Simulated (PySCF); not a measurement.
Compound: C3H3F.
InChI=1S/C3H3F/c4-3-1-2-3/h1H,2H2

Computed with PySCF, TDDFT PBE0/def2-SVPD, vertical, gas phase, core orbitals frozen in the response. Geometry: GFN2-xTB; no solvent, vibrations or thermal averaging.

Computed states:

```tsv
state	E (eV)	f
S1	6.71	0.0047
S2	6.82	0.073
S3	7.49	0.0047
S4	7.57	0.019
S5	7.74	0.018
S6	8.31	0.0007
```

Each state is given a Gaussian of 0.3 eV full width at half maximum, with ε(max) = 2.175×10⁸ f / Δν̃ (Δν̃ the width in cm⁻¹). The cross-section is σ = 3.8235×10⁻²¹ ε cm², given in Mb (10⁻¹⁸ cm²). The width is an assumption, not a result. The curve ends short of the highest state used, and states not computed would add to its high-energy end.

Problem. Give the broadened spectrum and its maxima.

Solution. 
| E (eV) | σ (Mb) |
| --- | --- |
| 6.26 | 0.00 |
| 6.29 | 0.01 |
| 6.32 | 0.03 |
| 6.34 | 0.05 |
| 6.37 | 0.10 |
| 6.40 | 0.20 |
| 6.42 | 0.32 |
| 6.45 | 0.60 |
| 6.48 | 1.09 |
| 6.50 | 1.57 |
| 6.53 | 2.61 |
| 6.55 | 3.58 |
| 6.58 | 5.49 |
| 6.61 | 8.00 |
| 6.63 | 10.00 |
| 6.66 | 13.40 |
| 6.69 | 17.03 |
| 6.71 | 19.41 |
| 6.74 | 22.60 |
| 6.77 | 24.95 |
| 6.79 | 25.87 |
| 6.82 | 26.12 |
| 6.84 | 25.52 |
| 6.87 | 23.54 |
| 6.90 | 20.57 |
| 6.92 | 18.25 |
| 6.95 | 14.56 |
| 6.98 | 11.00 |
| 7.00 | 8.85 |
| 7.03 | 6.10 |
| 7.06 | 3.99 |
| 7.08 | 2.92 |
| 7.11 | 1.76 |
| 7.13 | 1.24 |
| 7.16 | 0.74 |
| 7.19 | 0.52 |
| 7.21 | 0.49 |
| 7.24 | 0.59 |
| 7.27 | 0.86 |
| 7.29 | 1.14 |
| 7.32 | 1.73 |
| 7.35 | 2.52 |
| 7.37 | 3.15 |
| 7.40 | 4.26 |
| 7.42 | 5.07 |
| 7.45 | 6.36 |
| 7.48 | 7.63 |
| 7.50 | 8.43 |
| 7.53 | 9.47 |
| 7.56 | 10.27 |
| 7.58 | 10.64 |
| 7.61 | 10.94 |
| 7.64 | 10.93 |
| 7.66 | 10.76 |
| 7.69 | 10.29 |
| 7.71 | 9.83 |

Maxima: 182 nm (6.81 eV), ε about 6900, made up of S2 (95%); 163 nm (7.62 eV), ε about 2900, made up of S4 (54%) and S5 (37%) (ε in L mol⁻¹ cm⁻¹; maxima over ε = 5, shares over 10%).

Problem. What would ε be at 6.81 eV, the highest of these maxima, with half the width (0.15 eV)?

Solution. About 13300 L mol⁻¹ cm⁻¹ against 6850, a factor of about 1.9; a lone state at its own centre would give exactly 2.

Problem. On this curve, what absorbance would a 10⁻⁴ mol/L sample give at 193 nm over a 1 cm path?

Solution. 193 nm is 6.424 eV, where ε is about 91 L mol⁻¹ cm⁻¹, so A = ε c l ≈ 0.0091 (Beer–Lambert, with the gas-phase spectrum and the assumed width).

Problem. Does any computed singlet lie in the visible range?

Solution. No computed singlet lies in the visible range (380 to 750 nm); the lowest, at 185 nm, stands 3.45 eV above its violet end (3.26 eV).
